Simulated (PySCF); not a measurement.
## Running PySCF for SF

File input.py (PySCF 2.14):

```python
from pyscf import gto, dft

mol = gto.M(
    atom='S 0 0 0; F 0 0 1.6',
    basis='aug-cc-pvdz',
    charge=0,
    spin=1,
    verbose=4,
)
mf = dft.UKS(mol, xc='pw6b95')
mf.kernel()
mf.analyze()
print('orbital energies (hartree):', [e[max(0, n-3):n+3].round(4) for e, n in zip(mf.mo_energy, mol.nelec)])
```

```bash
$ python input.py
```

Output (some set-up lines and the per-cycle HOMO/LUMO lines with their warnings removed):

```
PySCF version 2.14.0

[INPUT] verbose = 4
[INPUT] num. atoms = 2
[INPUT] num. electrons = 25
[INPUT] charge = 0
[INPUT] spin (= nelec alpha-beta = 2S) = 1
[INPUT] symmetry False subgroup None
[INPUT] Mole.unit = angstrom
[INPUT] Symbol           X                Y                Z      unit          X                Y                Z       unit  Magmom
[INPUT]  1 S      0.000000000000   0.000000000000   0.000000000000 AA    0.000000000000   0.000000000000   0.000000000000 Bohr   0.0
[INPUT]  2 F      0.000000000000   0.000000000000   1.600000000000 AA    0.000000000000   0.000000000000   3.023561799304 Bohr   0.0

nuclear repulsion = 47.6259489828
number of shells = 16
number of NR pGTOs = 85
number of NR cGTOs = 50
basis = aug-cc-pvdz
ecp = {}

******** <class 'pyscf.dft.uks.UKS'> ********
method = UKS
initial guess = minao
damping factor = 0
level_shift factor = 0
DIIS = <class 'pyscf.scf.diis.CDIIS'>
diis_start_cycle = 1
diis_space = 8
diis_damp = 0
SCF conv_tol = 1e-09
SCF conv_tol_grad = None
SCF max_cycles = 50
direct_scf = True
direct_scf_tol = 1e-13
number electrons alpha = 13  beta = 12
XC library pyscf.dft.libxc version 7.0.0
    S. Lehtola, C. Steigemann, M. J.T. Oliveira, and M. A.L. Marques.,  SoftwareX 7, 1–5 (2018)
XC functionals = pw6b95
    Y. Zhao and D. G. Truhlar.,  J. Phys. Chem. A 109, 5656 (2005)
radial grids:
    Treutler-Ahlrichs [JCP 102, 346 (1995); DOI:10.1063/1.469408] (M4) radial grids

becke partition: Becke, JCP 88, 2547 (1988); DOI:10.1063/1.454033
pruning grids: <function nwchem_prune>
grids dens level: 3
symmetrized grids: False
atomic radii adjust function: <function treutler_atomic_radii_adjust>
small_rho_cutoff = 0
Set gradient conv threshold to 3.16228e-05
tot grids = 33144
init E= -498.508944852338

cycle= 1 E= -498.375372116516  delta_E= 0.134  |g|= 0.254  |ddm|= 0.989
cycle= 2 E= -498.322616304026  delta_E= 0.0528  |g|= 0.466  |ddm|= 0.373
cycle= 3 E= -498.398910686272  delta_E= -0.0763  |g|= 0.0388  |ddm|= 0.26
cycle= 4 E= -498.399495929521  delta_E= -0.000585  |g|= 0.00731  |ddm|= 0.0302
cycle= 5 E= -498.399530114419  delta_E= -3.42e-05  |g|= 0.00125  |ddm|= 0.00791
cycle= 6 E= -498.399531736625  delta_E= -1.62e-06  |g|= 0.000347  |ddm|= 0.00183
cycle= 7 E= -498.399531913196  delta_E= -1.77e-07  |g|= 0.000103  |ddm|= 0.000647
cycle= 8 E= -498.399531923768  delta_E= -1.06e-08  |g|= 2.07e-05  |ddm|= 0.000187
cycle= 9 E= -498.399531924037  delta_E= -2.7e-10  |g|= 3.73e-06  |ddm|= 2.33e-05
Extra cycle  E= -498.399531924044  delta_E= -6.82e-12  |g|= 2.21e-06  |ddm|= 6.7e-06
converged SCF energy = -498.399531924044  <S^2> = 0.75273817  2S+1 = 2.0027363
**** SCF Summaries ****
Total Energy =                        -498.399531924044027
Nuclear Repulsion Energy =              47.625948982799997
One-electron Energy =                 -783.383658204084327
Two-electron Energy =                  237.358177297240331
Two-electron Coulomb Energy =          273.894691439671476
DFT Exchange-Correlation Energy =      -36.536514142431145
**** MO energy ****
                             alpha | beta                alpha | beta
[2 lines left out]
MO #3   energy= -8.13782739478724  | -8.13266919941956  occ= 1 | 1
MO #4   energy= -6.07885652732844  | -6.07393405304179  occ= 1 | 1
MO #5   energy= -6.07701038498717  | -6.06020217179296  occ= 1 | 1
MO #6   energy= -6.05998962797532  | -6.05683137226818  occ= 1 | 1
MO #7   energy= -1.29727695926598  | -1.28742570984437  occ= 1 | 1
MO #8   energy= -0.762655075741144 | -0.72816158205712  occ= 1 | 1
MO #9   energy= -0.532521545011591 | -0.513667988627106 occ= 1 | 1
MO #10  energy= -0.531507149054878 | -0.511290353907348 occ= 1 | 1
MO #11  energy= -0.516049999665805 | -0.499157349749329 occ= 1 | 1
MO #12  energy= -0.327076404634867 | -0.271514724656464 occ= 1 | 1
MO #13  energy= -0.285806998643987 | -0.170573524122335 occ= 1 | 0
MO #14  energy= -0.061786558266669 | -0.0491897458692279 occ= 0 | 0
MO #15  energy= 0.0310486976623405 | 0.0348568165621161 occ= 0 | 0
MO #16  energy= 0.0544740272318096 | 0.0611808178647903 occ= 0 | 0
[34 lines left out]

To work with the spin densities directly, `use mulliken_meta_spin()` only printing them here.

 ** Mulliken spin pop alpha/beta on meta-lowdin orthogonal AOs **
 ** Mulliken Spin Density (per AO)  **
 ** Mulliken Spin Density (per atom)  **
spin density of  0 S =      0.90424
spin density of  1 F =      0.09576
 ** Mulliken pop alpha/beta on meta-lowdin orthogonal AOs **
 ** Mulliken pop       alpha | beta **
pop of  0 S 1s        1.00000 | 1.00000
pop of  0 S 2s        0.99994 | 0.99994
pop of  0 S 3s        0.95390 | 0.94850
pop of  0 S 4s        0.00402 | 0.00408
pop of  0 S 5s        0.00003 | 0.00004
pop of  0 S 2px       0.99999 | 0.99999
pop of  0 S 2py       0.99999 | 0.99991
pop of  0 S 2pz       0.99993 | 0.99993
pop of  0 S 3px       0.99773 | 0.99753
pop of  0 S 3py       0.99640 | 0.09984
pop of  0 S 3pz       0.29767 | 0.29875
pop of  0 S 4px       0.00153 | 0.00162
[38 lines left out]
In total            13.00000 | 12.00000
 ** Mulliken atomic charges   ( Nelec_alpha | Nelec_beta ) **
charge of  0S =      0.35677  (     8.27374      7.36949 )
charge of  1F =     -0.35677  (     4.72626      4.63051 )
Dipole moment(X, Y, Z, Debye): -0.00000,  0.00000, -0.79477
orbital energies (hartree): [array([-0.516 , -0.3271, -0.2858, -0.0618,  0.031 ,  0.0545]), array([-0.5113, -0.4992, -0.2715, -0.1706, -0.0492,  0.0349])]
```

In short: E(SCF) = -498.399532 Eh, 9 cycles, ⟨S²⟩ = 0.753, μz(SCF) = -0.79 D.

Wall time 3.7 s on one thread of a shared host.

The bond length is a typed value, not an optimised one. No search for the lowest solution was made.
